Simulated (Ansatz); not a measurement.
# C2H7NS2: one species, many methods

An exercise on one series of results from a longer session: the logs are not shown, and one member is left open.

Program: Ansatz 0.2.0, Gaussian basis. Level of theory: functionals in def2-TZVPP, the program's frozen cores in correlated methods. These are calculated values, not measurements.

Levels to be run: PBE-D4, r2SCAN-D4, PBE0-D4, B3LYP-D4, ωB97X-V, ωB97M-V, B2PLYP; CCSD(T)/def2-TZVPP; MP2/def2-QZVPP; extrapolation to the limit.

### The relaxed structure

The geometry comes from an earlier relaxation with PBE0-D4 in a triple-zeta def2 set; it is a stationary point, not always the lowest conformer.

SMILES `CNC(S)S`, 12 atoms, charge 0, spin multiplicity 1.

Atoms are counted from 1 here; the program's logs count them from 0.

Bond lengths: C1–N2 1.449 Å, C1–H6 1.097 Å, C1–H7 1.091 Å, C1–H8 1.090 Å, N2–C3 1.420 Å, N2–H9 1.012 Å, C3–S4 1.819 Å, C3–S5 1.859 Å, C3–H10 1.089 Å, S4–H11 1.345 Å, S5–H12 1.343 Å. Angles: N2–C1–H6 113.1°, N2–C1–H7 109.5°, N2–C1–H8 108.8°, H6–C1–H7 108.0°, H6–C1–H8 109.1°, H7–C1–H8 108.2°, C1–N2–C3 117.5°, C1–N2–H9 111.2°, C3–N2–H9 109.7°, N2–C3–S4 112.5°, N2–C3–S5 117.7°, N2–C3–H10 108.4°, S4–C3–S5 102.9°, S4–C3–H10 108.8°, S5–C3–H10 106.0°, C3–S4–H11 94.6°, C3–S5–H12 95.1°.

Set-up of the first run:

The input, in.yaml:

```yaml
crystal:
  periodic: [false, false, false]
  atoms:
    - {symbol: C, position_ang: [-1.413225, -0.279272, 0.401880]}
    - {symbol: N, position_ang: [-0.010431, -0.298285, 0.763400]}
    - {symbol: C, position_ang: [0.927726, 0.093509, -0.227807]}
    - {symbol: S, position_ang: [1.008584, -1.081059, -1.614814]}
    - {symbol: S, position_ang: [0.655390, 1.724219, -1.078717]}
    - {symbol: H, position_ang: [-1.763485, 0.712207, 0.087623]}
    - {symbol: H, position_ang: [-1.586685, -0.974618, -0.420329]}
    - {symbol: H, position_ang: [-2.000541, -0.611075, 1.258612]}
    - {symbol: H, position_ang: [0.154736, 0.223718, 1.614024]}
    - {symbol: H, position_ang: [1.910965, 0.156941, 0.235811]}
    - {symbol: H, position_ang: [0.902573, -2.173705, -0.838461]}
    - {symbol: H, position_ang: [1.291392, 2.452218, -0.147121]}
basis:
  gaussian: {orbitals: def2-TZVPP}
hamiltonian: {xc: pbe, dispersion: d4}
output: {forces: true, orbitals: {seedname: orbitals}}
```

On the command line:

```console
$ ansatz run in.yaml --threads 4 --pin off --events-out ev --progress --plain --max-ram 10444MiB
```

Steps of the session up to this table: PBE-D4 (GGA); r2SCAN-D4 (meta-GGA); PBE0-D4 (hybrid); B3LYP-D4 (hybrid); ωB97X-V (range-separated); ωB97M-V (range-separated); B2PLYP (double hybrid); CCSD(T) in def2-TZVPP; MP2 in def2-QZVPP.

One of the session's tables, all rows but one given; the rest of the session is left out.

It belongs to the step «Atomisation energies». 

| method | atomisation energy (kJ/mol) |
| --- | --- |
| PBE-D4 | 4245.9 |
| r2SCAN-D4 | 4136.5 |
| PBE0-D4 | 4159.3 |
| B3LYP-D4 | 4136.4 |
| ωB97X-V | 4156.0 |
| ωB97M-V | 4161.3 |
| B2PLYP | 4072.9 |
| HF/def2-TZVPP | 2842.7 |
| MP2/def2-TZVPP | 4057.3 |
| CCSD/def2-TZVPP | 3932.1 |
| CCSD(T)/def2-TZVPP | ? |
| MP2/CBS | 4183.1 |
| CCSD(T)/CBS | 4131.7 |

**Question.** Estimate the row for CCSD(T)/def2-TZVPP.

The run gave: atomisation energy (kJ/mol): 4005.9. In the column «atomisation energy (kJ/mol)» it lies between CCSD/def2-TZVPP (3932.1) and MP2/def2-TZVPP (4057.3).

To keep in mind: Free atoms (2 C, 1 N, 2 S, 7 H) were run apart at each level; the atomisation energy is their sum less the molecule, without zero-point or spin-orbit terms.
